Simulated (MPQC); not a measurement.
# SiH3F (SMILES F[SiH3]): a first try and a second

Aim: energy and gradient of SiH3F at HF/MINI (Scaled).

Program for the calculation: MPQC 2.3.1.

7 further runs of the same task are left out: 5 that didn't finish, 2 set aside as unsound or not needed.

**1. Starting point**

SiH3F: 5 atoms, total charge 0, spin state singlet. SMILES: `F[SiH3]`. The shape is that of a PBE0-D4/def2-TZVP optimisation.

Bond lengths: F1–Si2 1.600 Å, Si2–H3 1.482 Å, Si2–H4 1.482 Å, Si2–H5 1.482 Å. Angles: F1–Si2–H3 108.3°, F1–Si2–H4 108.3°, F1–Si2–H5 108.3°, H3–Si2–H4 110.6°, H3–Si2–H5 110.6°, H4–Si2–H5 110.6°.

**2. First attempt**

Contents of job.in:

```
molecule<Molecule>: (
  symmetry = c1
  unit = bohr
  { atoms geometry } = {
    F  [ -1.274600     0.162800     0.858000 ]
    Si [ 0.043300    -0.019300    -0.030700 ]
    H  [ -0.367800    -0.192600    -1.443700 ]
    H  [ 0.768600    -1.217900     0.451600 ]
    H  [ 0.880500     1.193400     0.123400 ]
  }
)
basis<GaussianBasisSet>: (
  name = "MINI (Scaled)"
  molecule = $:molecule
  puream = no
)
mpqc: (
  checkpoint = no
  savestate = no
  restart = no
  do_energy = yes
  do_gradient = yes
  optimize = no
  mole<CLHF>: (
    molecule = $:molecule
    basis = $:basis
    total_charge = 0
    memory = 1000000000
    print_evals = yes
    print_npa = yes
    maxiter = 98
    guess_wavefunction<CLHF>: (
      molecule = $:molecule
      total_charge = 0
      memory = 1000000000
      value_accuracy = 1e-3
      basis<GaussianBasisSet>: (
        name = "STO-2G"
        molecule = $:molecule
      )
    )
  )
)
```

Started as:

```console
$ mpqc job.in > job.out
```

The log of the run:

```text
MPQC: Massively Parallel Quantum Chemistry
[...]
  LUMO is    14   A =   0.316861
  total scf energy = -383.5349107032
[...]
Value of the MolecularEnergy: -383.5349107032
  Gradient of the MolecularEnergy:
      1   6.2558046249
      2  -0.8644066914
      3  -4.2184904968
      4  -4.8257011875
      5   0.6668072256
      6   3.2544759710
      7   0.3369038063
      8   0.1889095207
      9   1.5024588283
     10  -0.8262273177
     11   1.2384920241
     12  -0.4371996282
[...]
      symmetry = c1
[...]
```

It took 0.16 s on 1 thread of Arm Neoverse V1, shared host.

**3. Reading the log**

The run finished; that doesn't make the result usable.

What is wrong: numbers in ångström are read as bohr, which shrinks the molecule to 0.53 of its size. As the program read them, the closest atoms are 0.78 Å apart, against 1.48 Å in the sound input.

**4. The mended input**

Changes to job.in since step 2:

```diff
@@ -1,10 +1,11 @@
+% FH3Si
 molecule<Molecule>: (
   symmetry = c1
-  unit = bohr
+  unit = angstrom
   { atoms geometry } = {
-    F  [ -1.274600     0.162800     0.858000 ]
-    Si [ 0.043300    -0.019300    -0.030700 ]
-    H  [ -0.367800    -0.192600    -1.443700 ]
-    H  [ 0.768600    -1.217900     0.451600 ]
-    H  [ 0.880500     1.193400     0.123400 ]
+    F  [ -1.274600       0.162800       0.858000 ]
+    Si [ 0.043300      -0.019300      -0.030700 ]
+    H  [ -0.367800      -0.192600      -1.443700 ]
+    H  [ 0.768600      -1.217900       0.451600 ]
+    H  [ 0.880500       1.193400       0.123400 ]
   }
@@ -30,3 +31,3 @@
     print_npa = yes
-    maxiter = 98
+    maxiter = 80
     guess_wavefunction<CLHF>: (
```

Started as:

```console
$ mpqc -o job.out job.in
```

The log of the run:

```text
MPQC: Massively Parallel Quantum Chemistry
[...]
  LUMO is    14   A =   0.310772
  total scf energy = -387.9277857242
[...]
Value of the MolecularEnergy: -387.9277857242
  Gradient of the MolecularEnergy:
      1    0.0483291917
      2   -0.0066798087
      3   -0.0325920815
      4   -0.0469200512
      5    0.0064993808
      6    0.0316953469
      7   -0.0033270893
      8   -0.0003746914
      9   -0.0038645104
     10    0.0007584078
     11   -0.0040426870
     12    0.0029680407
[...]
      symmetry = c1
[...]
```

Run time: 0.16 s. Hardware: 1 thread of Arm Neoverse V1, shared host.

**5. What came out**

Level: HF/MINI (Scaled).

| quantity | value |
| --- | --- |
| total energy | -387.92779 Eh |
| HOMO energy | -12.43 eV |
| LUMO energy | 8.46 eV |
| HOMO–LUMO gap | 20.88 eV |
| largest force on an atom | 3.017 eV/Å |

**Reading.** The first attempt's energy was +119.536 eV off this one. The largest force is 3.02 eV/Å: the shape isn't a stationary point for this species at this level.
